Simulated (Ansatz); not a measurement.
A nudged elastic band was laid between two geometries of C$_{4}$H$_{7}$ClO (13 atoms, charge 0, multiplicity 1).

All numbers below come from RKS B3LYP-D4/def2-SVP in Ansatz 0.2.0.

```
movable images  : 8
climbing image  : no
spring          : 5.0 eV/Å²
optimiser       : quadratic models (default)
start path      : IDPP
force threshold : 0.05 eV/Å
iteration limit : 60
end points      : relaxed
```

Initial state:

```xyz
13
Properties=species:S:1:pos:R:3
C 0.578 -2.503 -0.270
C 0.904 -1.211 -0.186
Cl 2.544 -0.723 0.285
O 0.077 -0.212 -0.509
C -0.122 0.850 0.435
C -1.107 1.828 -0.167
H 1.317 -3.282 -0.091
H -0.441 -2.772 -0.551
H 0.846 1.333 0.647
H -0.502 0.422 1.380
H -0.717 2.240 -1.110
H -2.069 1.336 -0.378
H -1.286 2.660 0.530
```

Final state:

```xyz
13
Properties=species:S:1:pos:R:3
C 0.579 -2.503 -0.272
C 0.904 -1.211 -0.187
Cl 2.544 -0.721 0.280
O 0.076 -0.212 -0.508
C -0.123 0.849 0.436
C -1.108 1.827 -0.166
H -0.441 -2.771 -0.550
H 1.319 -3.283 -0.097
H 0.845 1.332 0.649
H -0.503 0.421 1.382
H -0.717 2.238 -1.109
H -2.070 1.337 -0.375
H -1.285 2.661 0.531
```

Problem. Which bonds break or form, and what moves?

Solution. No bond is made or broken. The dihedral H7–C1–C2–Cl3 goes from -2 to 179°. The two ends are copies of one structure, up to a mirror image or an exchange of like atoms.

Problem. What energy profile does the band end with?

Solution. It converged. The highest image is number 5 of 0 to 9, 200.1 kJ/mol above the ends, which have the same energy within 2 meV. The profile has 2 maxima (images 2, 5) with wells between them (image 3): this band takes more than one step, which may be the mechanism or a detour left from its start path. Neighbouring images differ by up to 1.7 eV, so the band resolves the path poorly. No image climbed, so the highest image needn't sit at the top of the path.

```csv
image,path coordinate (Å),energy (kJ/mol),dihedral H7–C1–C2–Cl3 (°)
0,0.00,0.0,-2
1,0.93,1.5,-2
2,1.86,4.9,0
3,2.79,2.3,2
4,3.71,34.7,25
5,4.63,200.1,64
6,5.53,160.5,114
7,6.44,17.3,164
8,7.35,2.0,179
9,8.26,0.0,179
```

Problem. What is the geometry of the highest image?

Solution. 
```xyz
13
Properties=species:S:1:pos:R:3:forces:R:3
C 0.473 -2.536 -0.762 -0.01 0.03 -0.03
C 0.676 -1.319 -0.189 -0.10 -0.06 0.08
Cl 2.170 -0.965 0.831 -0.37 -0.31 0.83
O -0.121 -0.281 -0.270 0.20 0.13 -0.37
C 0.113 1.007 0.346 0.07 0.07 -0.13
C -1.164 1.808 0.215 0.02 0.00 -0.05
H 0.328 -3.414 -0.139 1.31 -0.32 0.34
H 0.652 -2.724 -1.819 -1.23 0.39 -0.45
H 0.967 1.480 -0.157 0.08 0.15 -0.02
H 0.386 0.853 1.402 0.00 -0.08 -0.13
H -1.457 1.910 -0.840 -0.02 0.03 -0.03
H -1.994 1.333 0.762 0.05 -0.03 -0.03
H -1.009 2.815 0.634 0.00 0.00 -0.01
```

Run time: 10 min on 2 threads of Intel(R) Xeon(R) Platinum 8488C (Sapphire Rapids), with other jobs on the host, peak memory 0.32 GiB.
